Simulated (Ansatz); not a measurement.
Consider the isomerisation: `CC(=N)C(C)=O` → `CC1C=NCO1`.

Calculated with Ansatz (gas phase, PBE0-D4/def2-TZVP geometries, no zero-point term in ΔE). CBS: MP2 limit from def2 TZ/QZ plus the TZ coupled-cluster correction, frozen cores. Functionals use def2-TZVPP. Each species was taken in one conformer, which may not be the lowest.

| species | B2PLYP energy (Eh) |
| --- | --- |
| `CC(=N)C(C)=O` | -286.48140 |
| `CC1C=NCO1` | -286.46330 |

(1) Work out ΔE.

Largest T1 diagnostic among the species: 0.013.

## Answers

(1) ΔE = (-286.46330) − (-286.48140) = 0.01810 Eh = +11.4 kcal/mol. CCSD(T)/CBS gives +9.3 kcal/mol.

From r2SCAN to r2SCAN0 (25 % exact exchange), in def2-TZVPP and without D4, ΔE moves by −2.3 kcal/mol. Leaving LDA and LC-ωPBE aside and taking each functional with its dispersion term where it has one, the values, not all of them listed here, spread over 7.9 kcal/mol, from PBE-QIDH to BLYP-D4. LDA lies −6.1 kcal/mol from PBE without D4.
